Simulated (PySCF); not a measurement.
Gas-phase reaction: (CH₃)₃Si + OH ⇌ (CH₃)₃SiOH

Energies from PySCF (xtb for GFN2), thermal terms from the rigid-rotor harmonic-oscillator model, ideal gas at 1 bar. † marks an energy on the PBE0/def2-TZVP geometry and frequencies; other levels use their own. CCSD(T) freezes the core. 6-31G* has spherical d functions here. Open shells (unrestricted): (CH₃)₃Si (multiplicity 2), OH (multiplicity 2, electronic degeneracy 4); the rest are closed-shell singlets. GFN2 has no spin-polarisation term. Spin-orbit splitting is ignored; it lowers the true energy and changes the entropy of OH. (CH₃)₃Si: computed as isolated molecules; such fragments, hydroxides, amides, oligomers or adducts are transient or little studied in the gas. CCSD(T) isn't extrapolated to the basis-set limit. The harmonic model lacks anharmonicity and excited electronic states, which grow with temperature; levels with a mode under 35 cm⁻¹ are left out. Internal rotation in (CH₃)₃Si, (CH₃)₃SiOH is treated as a harmonic vibration of one conformer, which makes the entropy rough.

```tsv
level	ΔE electronic, kJ	ΔH°(298 K), kJ	ΔS°(298 K), J/K	ΔG°(2500 K), kJ
BLYP/def2-TZVP†	-525	-513	-150	-156
CCSD(T)/def2-SVP†	-519	-506	-150	-150
GFN2-xTB	-676	-664	-145	-321
HF/6-31G*	-405	-392	-151	-31
HF/def2-TZVP†	-418	-405	-150	-49
M06-2X/def2-TZVP†	-559	-547	-150	-190
PBE/def2-SVP	-539	-526	-150	-170
PBE/def2-TZVP†	-538	-526	-150	-169
PBE0/def2-SVP†	-527	-515	-150	-158
LDA/def2-TZVP†	-627	-615	-150	-258
ωB97X-V/def2-TZVP†	-558	-546	-150	-189
```
ΔH° is lowest at GFN2-xTB and highest at HF/6-31G*. No reference value is set beside these.
